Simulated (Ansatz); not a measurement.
Predict the output of the script below (Ansatz 0.2.0 through its Python package).

`pa.py`
```python
"""Adding a proton to B2H4O."""

import ansatz as az
import numpy as np

BASIS_SET = "6-31G*"
XC = "pbe0"
NET_CHARGE = 1
FMAX = 0.01


def main() -> None:
    geometry_ang = [
        ("B", (-1.0032, 0.1066, -0.4828)),
        ("O", (-0.4567, -0.519, 0.6599)),
        ("B", (0.9459, -0.2285, 0.56)),
        ("H", (-1.1198, -0.4249, -1.5146)),
        ("H", (-1.4619, 1.2479, -0.4117)),
        ("H", (1.43, 0.727, 1.1276)),
        ("H", (1.727, -0.9773, 0.016)),
    ]
    system = az.Crystal.molecule()
    for symbol, xyz in geometry_ang:
        system = system.atom(symbol, xyz)

    setup = system.calculation().basis(gaussian=BASIS_SET).functional(XC)
    symbols = [site.symbol for site in system.cartesian_sites]
    start = np.array([site.position_ang for site in system.cartesian_sites], dtype=float)
    report = setup.relax(force_tolerance=0.01).run(threads=1).report
    end = np.array(report["positions_ang"])

    # put the proton on the side away from the neighbours, slightly off axis
    away = sum((end[1] - end[j]) / np.linalg.norm(end[1] - end[j]) for j in [0, 2]) + np.array([0.15, 0.1, -0.2])
    proton = end[1] + 1.0 * away / np.linalg.norm(away)
    acid = az.Crystal.molecule()
    for symbol, place in zip(symbols, end):
        acid = acid.atom(symbol, place.tolist())
    acid = acid.atom("H", proton.tolist())
    protonated = acid.calculation()
    protonated = protonated.basis(gaussian=BASIS_SET).functional(XC)
    protonated = protonated.charge(NET_CHARGE).relax(force_tolerance=FMAX, max_steps=80)
    after = protonated.run(threads=1).report
    xyz = np.array(after["positions_ang"])
    reach = np.linalg.norm(xyz[:-1] - xyz[-1], axis=1)
    print(f"base {report['free_energy_ev']:.5f} eV, protonated {after['free_energy_ev']:.5f} eV")
    print(f"the proton ends {reach.min():.3f} A from {symbols[reach.argmin()]}{reach.argmin()}")
    print(f"electronic proton affinity {23.060548 * (report['free_energy_ev'] - after['free_energy_ev']):.1f} kcal/mol")


if __name__ == "__main__":
    main()
```

```console
$ python pa.py
base -3461.57308 eV, protonated -3469.03005 eV
the proton ends 0.981 A from O1
electronic proton affinity 172.0 kcal/mol
```

Notes:
- Total energies depend on the basis set; only differences at equal settings carry meaning.
- The proton is put on one chosen atom, which needn't be the most basic site, so the molecule's proton affinity can be higher; the ends are stationary points, not checked by frequencies, and zero-point and thermal terms count only where printed.
- The whole script took 24 s on 1 thread of Arm Neoverse V2 (shared host), peak memory 0.18 GiB.
